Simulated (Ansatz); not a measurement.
What a trial cell of Pt3Br2 relaxes into

Method: Ansatz 0.2.0, DFT PBE, scalar-relativistic, plane waves, PAW. Cutoff 420 eV, Γ-centred k mesh, Gaussian smearing, no spin polarisation in the final step.

The start puts Pt3Br2 on the A-type sesquioxide structure type (P-3m1, No. 164), with Br in place of La, Pt in place of O, at a guessed volume.

```xyz
5
Lattice="4.2386 0.0000 0.0000 -2.1193 3.6707 0.0000 0.0000 0.0000 6.5946" Properties=species:S:1:pos:R:3 pbc="T T T"
Pt    0.0000    0.0000    0.0000
Pt    0.0000    2.4472    4.2535
Pt    2.1193    1.2236    2.3411
Br    0.0000    2.4472    1.6157
Br    2.1193    1.2236    4.9789
```

Cell and atoms relax at zero pressure; the relaxation can't lower the symmetry of the start. After a coarse first stage the cell is made exact in the group found at 0.06 Å.

Formation energies are uncorrected and refer to the elements' standard structures at the same level.

Question: Describe the relaxed structure.

Answer: It keeps P-3m1 (No. 164), but not the shape of the type it started on. Conventional cell: a = 3.438 Å, c = 9.477 Å. Pt on Wyckoff site a (1 atom of the primitive cell) has 6 Br at 2.72 Å and 6 Pt at 3.44 Å; Pt on Wyckoff site d (2 atoms of the primitive cell) is coordinated by 3 Pt at 2.63 Å and 3 Br at 2.83 Å; around Br lie 6 Pt at 2.72–2.83 Å.

Space group P-3m1 (No. 164). a = 3.438 Å, b = 3.438 Å, c = 9.477 Å, α = 90.00°, β = 90.00°, γ = 120.00°
```tsv
atom	site	symmetry	x	y	z
Pt	1a	-3m.	0.0000	0.0000	0.0000
Pt	2d	3m.	0.3333	0.6667	0.5907
Br	2d	3m.	0.3333	0.6667	0.1969
```

Question: What are its volume, energy, density and gap?

Answer: The volume per atom is 19.40 Å³. The density is 12.75 g/cm³ and the energy over the elements is 0.57 eV/atom. The gap on the 12×12×4 mesh is 0 eV (a metal).

The final run used a 12×12×4 mesh on its 5-atom cell and 0.10 eV smearing. The k mesh leaves about 4 meV/atom of noise in metals. Spin–orbit coupling is left out. A structure relaxed within its symmetry needn't be a true minimum. The steps took about 4 core-minutes in all.